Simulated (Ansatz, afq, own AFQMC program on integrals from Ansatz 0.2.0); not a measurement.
Two steps: Ansatz 0.2.0 writes the Fock matrix and Cholesky factors of the valence space, and afq projects on them the lowest state that overlaps trial and start.

```yaml
crystal:
  periodic: [false, false, false]
  atoms:
    - {symbol: Si, position_ang: [0.000000, -0.161198, 0.601019]}
    - {symbol: O, position_ang: [0.000000, 0.231377, -1.009259]}
    - {symbol: H, position_ang: [0.000000, 1.346224, 0.872275]}
    - {symbol: H, position_ang: [0.000000, -0.527307, -1.598886]}
basis:
  gaussian: {orbitals: cc-pVDZ}
magnetization: {spin_polarized: true, initial_magnetization: 0}
correlation: {method: ccsd_t, electrons: outside_noble_gas, hamiltonian_folder: ham}
```

```sh
$ ansatz run in.yaml --threads 1 --pin off --events-out ev --progress --plain --max-ram 1382MiB
```

afq runs on the folder ham with

```
--method phaseless --trial cisd --walkers 60 --populations 1 --least-time 40 --time-step 0.005 --steps-per-block 50 --equilibration-blocks 28 --max-blocks 300 --target-error 0.00042 --factor-cut 1e-05 --start spin_pure --seed 6957 --release-times 0.24,0.51,0.99,1.62,2.4 --release-step 0.03 --release-every 4 --taylor-order 6
```

Times are imaginary, in 1/Eh. The walk had a cap of 513 s.

Log:

```
orbitals 36  electrons 6 6  factors 274 of 400
reference energy -364.94115346 Eh
CCSD correlation -0.29937330 Eh in 11 cycles, weight of the determinant in the CISD state 0.8777
energy of the start -365.240527 Eh
 block  time / (1/Eh)  mean weight  energy / Eh
     1     0.250  0.9968  -365.237245
     2     0.500  1.0015  -365.237800
     3     0.750  1.0002  -365.240039
     4     1.000  1.0033  -365.240688
     5     1.250  1.0003  -365.243817
     7     1.750  1.0017  -365.250555
     9     2.250  1.0015  -365.243849
    17     4.250  0.9988  -365.246112
    33     8.250  1.0009  -365.247982
    49    12.250  0.9991  -365.248463
    65    16.250  0.9994  -365.244699
    81    20.250  1.0012  -365.249470
    97    24.250  1.0021  -365.251617
   113    28.250  1.0001  -365.243633
   129    32.250  0.9984  -365.247727
   145    36.250  1.0010  -365.257470
   153    38.250  0.9952  -365.240460
   161    40.250  1.0003  -365.250578
   177    44.250  0.9993  -365.259507
   193    48.250  0.9970  -365.243481
   209    52.250  0.9993  -365.249639
   225    56.250  1.0004  -365.270281
   241    60.250  0.9976  -365.283416
   257    64.250  1.0019  -365.245811
   273    68.250  0.9989  -365.242890
   289    72.250  1.0012  -365.277362
   305    76.250  1.0000  -365.245216
   321    80.250  0.9995  -365.244993
blocks merged  error / Eh  count
     1  0.000425  300
     2  0.000478  150
     4  0.000511  75
     8  0.000511  37
    16  0.000569  18
    32  0.000498  9
released: time / (1/Eh)  energy / Eh  error  mean overlap
  0.24  -365.249186  0.000718  1.0071
  0.51  -365.249415  0.000571  1.0046
  0.99  -365.249025  0.000492  0.9944
  1.62  -365.249907  0.000718  0.9701
  2.40  -365.249157  0.000741  0.9577
energy -365.249369 +/- 0.000569 Eh
(rows thinned)
```

The run passed its tests (sampling time, drift between the halves within three errors, error under three times the target), which doesn't prove that it has relaxed. The second half of the sampling lies below the first by 1.5 errors of their difference, so the energy may still be moving and its error bar be too small.

Against this walk (error 15.5 meV) on the same determinant: CCSD(T) 41.1 meV higher, CCSDT(Q) 0.1 meV higher (within the noise). The error is statistical and leaves out the bias of the constraint. Released to 2.40 1/Eh the energy moves by 6 ± 25 meV (both errors), within twice the noise.

Cautions: constraint bias not in the error; error above the target (15.5 against 11.4 meV); the determinant is a saddle point among determinants of its kind.

The walk took 4.7 min on 1 thread of AMD EPYC 9R14 (Zen 4), on a shared host. The log's last line is the phaseless energy.

CCSDT and higher add their correlation energy to the determinant of the CCSD(T) run, since their own runs factorise the integrals more tightly (a shift of under 2 meV). A walk keeps the symmetry of its determinant, which the program's search chose and which needn't be the lowest solution, so a lower state of the same spin and another symmetry isn't excluded.
